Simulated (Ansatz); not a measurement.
**AlH3+ (doublet): from Hartree-Fock to the top rungs, aug-cc-pVDZ**

How much of the correlation energy of AlH3+ (doublet) does each wave-function method recover here?

The runs use Ansatz 0.2.0, Gaussian basis; aug-cc-pVDZ, core rule «outside noble gas», up to 5 orbitals frozen.

The runs, in order: UHF; CCSD(T) on ROHF; CCSD(T) on UHF; BCCD(T) on ROHF; CISD; CCSDT(Q) on ROHF; CCSDT(Q) on UHF; CCSDTQ on ROHF; CASSCF and MRCISD+Q, 5 electrons in 7 orbitals; CASSCF and NEVPT2, 5 electrons in 7 orbitals; Full CI.

6 further runs of the same task are left out: 2 for a known fault of the program, 4 set aside as unsound or not needed.

## (1) What is computed

The geometry is a PBE0/def2-TZVP stationary point (not a proven minimum) of the parent state, kept for this charge and spin.

4 atoms, charge 1, spin multiplicity 2.

Atoms are counted from 1 here; the program's logs count them from 0.

Bond lengths: Al1–H2 1.586 Å, Al1–H3 1.586 Å, Al1–H4 1.586 Å. Angles: H2–Al1–H3 120.0°, H2–Al1–H4 120.0°, H3–Al1–H4 120.0°.

## (2) UHF

Input file in.yaml:

```yaml
crystal:
  periodic: [false, false, false]
  atoms:
    - {symbol: Al, position_ang: [0.000000, 0.000000, 0.000000]}
    - {symbol: H, position_ang: [1.585776, 0.015051, -0.000083]}
    - {symbol: H, position_ang: [-0.805923, 1.365794, -0.002790]}
    - {symbol: H, position_ang: [-0.779853, -1.380845, 0.002873]}
basis:
  gaussian: {orbitals: aug-cc-pVDZ}
total_charge: 1
magnetization: {spin_polarized: true, initial_magnetization: 1}
hamiltonian: {xc: hf}
output: {orbitals: {seedname: orbitals}}
```

Run with:

```console
$ ansatz run in.yaml --threads 1 --pin off --events-out ev --progress --plain --max-ram 4096MiB --backend cpu
```

Further steps of the session: CCSD(T) on ROHF; CCSD(T) on UHF; BCCD(T) on ROHF; CISD; CCSDT(Q) on ROHF; CCSDT(Q) on UHF; CCSDTQ on ROHF; CASSCF and MRCISD+Q, 5 electrons in 7 orbitals; CASSCF and NEVPT2, 5 electrons in 7 orbitals; Full CI.

Before running them: what should the planned runs give, taken together? Wanted: FCI below the RHF energy; RMP2 from FCI; UMP2 from FCI; RCCSD from FCI; RCCSD(T) from FCI; UCCSD(T) from FCI; RCCSDT(Q) from FCI; UCCSDT(Q) from FCI; NEVPT2 valence from FCI.

**Answer**, as computed:

| quantity | value |
| --- | --- |
| FCI below the RHF energy | -2.4020 eV |
| RMP2 from FCI | +69.7 kJ/mol |
| UMP2 from FCI | +72.2 kJ/mol |
| RCCSD from FCI | +6.0 kJ/mol |
| RCCSD(T) from FCI | +1.7 kJ/mol |
| UCCSD(T) from FCI | +1.6 kJ/mol |
| RCCSDT(Q) from FCI | 0.0 kJ/mol |
| UCCSDT(Q) from FCI | 0.0 kJ/mol |
| NEVPT2 valence from FCI | +29.4 kJ/mol |
| MRCISD+Q valence from FCI | +1.1 kJ/mol |
| levels within 1 kcal/mol (43 meV) | RCCSD(T), UCCSD(T), BCCD(T), RCCSDT, UCCSDT, RCCSDT(Q), UCCSDT(Q), RCCSDTQ, MRCISD valence, MRCISD+Q valence |
| T1 diagnostic | 0.037 |
| effectively unpaired electrons | 1.05 |

In words: RCCSD(T) misses by +1.7 kJ/mol, 0.7 % of the correlation energy. One determinant dominates. Of the multireference levels listed MRCISD+Q valence comes nearest in total energy (+1.1 kJ/mol), which doesn't show that its space is the better one. Coupled cluster took another determinant than the lowest Hartree-Fock one. These misses are within one basis, not against nature; the frozen cores of restricted and unrestricted runs differ, which can shift their rows.
